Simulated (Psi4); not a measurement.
**M06-L/def2-TZVPP run of CF2 (SMILES F[C]F)**

What is the vertical singlet–triplet gap of CF2 at M06-L/def2-TZVPP? 

Program for the calculation: Psi4 1.11.

**1. Starting point**

The species is CF2 (3 atoms), meant as a singlet with charge 0. As SMILES, `F[C]F`. The coordinates come from a PBE0-D4/def2-TZVP relaxation.

Bond lengths: F1–C2 1.296 Å, C2–F3 1.296 Å. Angles: F1–C2–F3 104.7°.

**2. Energy and gradient at M06-L/def2-TZVPP**

File job.dat:

```
memory 2200 MB

molecule mol {
  0 1
  F      0.316310     0.971410     0.281600
  C      0.382340    -0.318520     0.175150
  F     -0.698640    -0.652890    -0.456750
  symmetry c1
}

set {
  basis def2-TZVPP
  puream true
  e_convergence 1e-09
  d_convergence 1e-08
  scf_type pk
  dft_radial_points 99
  dft_spherical_points 590
}

energy_value, wavefunction = gradient("m06-l", return_wfn=True)
```

Started as:

```console
$ psi4 -n 1 job.dat job.out
```

job.out:

```text
[...]
  Running in c1 symmetry.
[...]
  Nuclear repulsion =   64.979424921358842
[...]
  Multiplicity = 1
[...]
  Nalpha       = 12
  Nbeta        = 12
[...]
    Number of basis functions: 93
[...]
   @RKS iter   1:  -237.73384123980190   -2.67573e-01   3.65787e-03 DIIS/ADIIS
[...]
   @RKS iter  10:  -237.76613026127794   -1.96394e-11   8.20856e-09 DIIS
[...]
    Orbital Energies [Eh]
    ---------------------
    Doubly Occupied:
       1A    -24.576697     2A    -24.576694     3A    -10.240040
       4A     -1.317905     5A     -1.246317     6A     -0.670165
       7A     -0.566080     8A     -0.516822     9A     -0.503491
      10A     -0.441130    11A     -0.408390    12A     -0.268635
[...]
  @RKS Final Energy:  -237.76613026127794
   => Energetics <=
    Nuclear Repulsion Energy =             64.9794249213588415
    One-Electron Energy =                -457.9148812363271190
    Two-Electron Energy =                 181.4182707365502836
    DFT Exchange-Correlation Energy =     -26.2489446828599178
    Empirical Dispersion Energy =           0.0000000000000000
    VV10 Nonlocal Energy =                  0.0000000000000000
    Total Energy =                       -237.7661302612779366
[...]
 Multipole Moments:
 ------------------------------------------------------------------------------------
     Multipole            Electronic (a.u.)      Nuclear  (a.u.)        Total (a.u.)
 ------------------------------------------------------------------------------------
 L = 1.  Multiply by 2.5417464519 to convert [e a0] to [Debye]
 Dipole X            :         -0.5330223            0.2848877           -0.2481345
 Dipole Y            :          0.4067105           -0.2173724            0.1893381
 Dipole Z            :          0.0000000            0.0000000            0.0000000
 Magnitude           :                                                    0.3121212
[...]
  -Total Gradient:
     Atom            X                  Y                   Z
    ------   -----------------  -----------------  -----------------
       1        0.000839939307    -0.004334872835     0.000000000000
       2       -0.005226056315     0.003989309184    -0.000000000000
       3        0.004401097509     0.000334134227     0.000000000000
[...]
```

It took 35 s on 1 thread of Intel Xeon at 2.50GHz (Skylake/Cascade Lake), shared host; peak memory 1.3 GiB.

**3. The triplet: a single-point energy at UM06-L/def2-TZVPP**

File job.json:

```json
{
  "schema_name": "qcschema_input",
  "schema_version": 1,
  "molecule": {
    "schema_name": "qcschema_molecule",
    "schema_version": 2,
    "symbols": ["F", "C", "F"],
    "geometry": [0.59773927, 1.83569885, 0.53214688, 0.72251789, -0.60191557, 0.33098553, -1.32023826, -1.23378329, -0.86313241],
    "molecular_charge": 0,
    "molecular_multiplicity": 3,
    "fix_symmetry": "c1"
  },
  "driver": "energy",
  "model": {
    "method": "m06-l",
    "basis": "def2-TZVPP"
  },
  "keywords": {
    "reference": "uks",
    "puream": true,
    "e_convergence": 1e-09,
    "d_convergence": 1e-08,
    "scf_type": "pk",
    "dft_radial_points": 99,
    "dft_spherical_points": 590,
    "maxiter": 100,
    "scf_properties": ["WIBERG_LOWDIN_INDICES", "MAYER_INDICES", "LOWDIN_CHARGES"]
  }
}
```

Started as:

```console
$ psi4 --qcschema job.json -n 1 --memory 2200MB
```

stdout:

```text
[...]
  Running in c1 symmetry.
[...]
  Nuclear repulsion =   64.979424925035033
[...]
  Multiplicity = 3
[...]
  Nalpha       = 13
  Nbeta        = 11
[...]
    Number of basis functions: 93
[...]
   @UKS iter   1:  -237.63396609723353   -1.67698e-01   3.50706e-03 DIIS/ADIIS
[...]
   @UKS iter  12:  -237.67180572585619   -7.16227e-12   2.67921e-09 DIIS
[...]
   @S^2 Observed:                2.006161182E+00
[...]
    Orbital Energies [Eh]
    ---------------------
    Alpha Occupied:
       1A    -24.552025     2A    -24.552023     3A    -10.225241
       4A     -1.296159     5A     -1.226775     6A     -0.661821
       7A     -0.553823     8A     -0.507729     9A     -0.505732
      10A     -0.419553    11A     -0.390178    12A     -0.338772
      13A     -0.161172
    Alpha Virtual:
      14A      0.100909    15A      0.137910    16A      0.186866
      17A      0.229154    18A      0.289211    19A      0.293367
      20A      0.497493    21A      0.501660    22A      0.559997
      23A      0.586989    24A      0.587691    25A      0.703948
[...]
  @UKS Final Energy:  -237.67180572585619
   => Energetics <=
    Nuclear Repulsion Energy =             64.9794249250350333
    One-Electron Energy =                -458.3167826348454241
    Two-Electron Energy =                 181.9934717927465613
    DFT Exchange-Correlation Energy =     -26.3279198087923874
    Empirical Dispersion Energy =           0.0000000000000000
    VV10 Nonlocal Energy =                  0.0000000000000000
    Total Energy =                       -237.6718057258561885
[...]
 Multipole Moments:
 ------------------------------------------------------------------------------------
     Multipole            Electronic (a.u.)      Nuclear  (a.u.)        Total (a.u.)
 ------------------------------------------------------------------------------------
 L = 1.  Multiply by 2.5417464519 to convert [e a0] to [Debye]
 Dipole X            :         -0.0917111            0.2848877            0.1931766
 Dipole Y            :          0.0699824           -0.2173724           -0.1473900
 Dipole Z            :         -0.0000000            0.0000000           -0.0000000
 Magnitude           :                                                    0.2429836
[...]
```

The result, in JSON:

```text
{
 "driver": "energy",
 "model": {
  "method": "m06-l",
  "basis": "def2-TZVPP"
 },
 "success": true,
 "return_result": -237.6718057258562,
 "properties": {
  "calcinfo_nbasis": 93,
  "calcinfo_nmo": 93,
  "calcinfo_nalpha": 13,
  "calcinfo_nbeta": 11,
  "calcinfo_natom": 3,
  "nuclear_repulsion_energy": 64.97942492503503,
  "return_energy": -237.6718057258562,
  "scf_one_electron_energy": -458.3167826348454,
  "scf_two_electron_energy": 181.99347179274656,
  "scf_xc_energy": -26.327919808792387,
  "scf_dipole_moment": [0.193176608085327, -0.1473900373647261, -5.099981806434994e-16],
  "scf_total_energy": -237.6718057258562,
  "scf_iterations": 12
 }
}
```

Wall time 39 s (1 thread of Intel Xeon at 2.50GHz (Skylake/Cascade Lake), shared host); peak memory 1.3 GiB.

**4. Summary of results**

At M06-L/def2-TZVPP:

```
                                        quantity          value
                           singlet: total energy  -237.76613 Eh
                          singlet: dipole moment         0.79 D
                            singlet: HOMO energy       -7.31 eV
                            singlet: LUMO energy       -3.11 eV
                          singlet: HOMO–LUMO gap        4.20 eV
               singlet: largest force on an atom     0.338 eV/Å
                           triplet: total energy  -237.67181 Eh
                          triplet: dipole moment         0.62 D
     triplet: HOMO energy (highest over α and β)       -4.39 eV
                                   triplet: ⟨S²⟩          2.006
vertical energy of the triplet above the singlet       2.567 eV
```

At this shape the triplet lies 2.57 eV (248 kJ/mol) above the singlet. The largest force (singlet) is 0.34 eV/Å: the shape isn't a stationary point for this species at this level.
